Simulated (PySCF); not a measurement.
Compound: C4H3N2 (doublet state).
Geometry (GFN2-xTB, Å), atoms numbered from 1 in this order:
```xyz
9
C4H3N2 angstrom
N      2.870    0.416    1.343
C      1.858    0.474    0.781
C      0.658    0.553    0.125
C     -0.278   -0.538    0.121
C     -1.727   -0.281   -0.041
N     -1.198   -0.708   -1.080
H      0.420    1.461   -0.407
H      0.030   -1.453    0.615
H     -2.618    0.081    0.413
```

The hyperfine couplings belong to this conformer and change with its torsions.

Identity: `N#C[CH][C@H]1C=N1` [radical].

The calculation used PySCF 2.14.0, UKS B3LYP, pcH-1 on C H N, non-relativistic, mean-field spin-orbit, GIAO. One conformer (not necessarily the lowest) at the GFN2-xTB geometry, without solvent, vibrations or thermal averaging. A GFN2-xTB geometry isn't a minimum of the functional, and hyperfine couplings can be far from their values at a DFT geometry. No stability test was run, so a lower SCF solution isn't excluded.

Problem. Predict the first-order ENDOR lines of N1, N6, H7, H9 and H8 under fast tumbling at B = 337.0 mT (X band).

Solution. For S = 1/2 in fast tumbling each set of equivalent nuclei gives two lines, ν± = |νn ± a/2| to first order, with νn = g_N μN B/h and μN/h = 7.62259 MHz/T.

```
nuclei  isotope     g_N  νn (MHz)  a_iso (MHz)  lower line (MHz)  upper line (MHz)
    N1      14N  0.4038      1.04         8.30              3.11              5.19
    N6      14N  0.4038      1.04        -2.73              0.33              2.40
    H7       1H  5.5857     14.35       -49.11             10.21             38.91
    H9       1H  5.5857     14.35        35.78              3.54             32.24
    H8       1H  5.5857     14.35         1.70             13.50             15.20
```

Problem. Which pairs are centred on the nuclear Larmor frequency, and which on half the coupling?

Solution. Centred on νn, since |a| < 2νn: H8. Centred on |a|/2 and split by 2νn: N1, N6, H7 and H9.

Problem. At what field would the lower line of H9 fall to zero frequency?

Solution. Where νn = |a|/2, that is B = 17.89 MHz/(5.5857 × 7.62259 MHz/T) = 420 mT, as far as first order holds there.
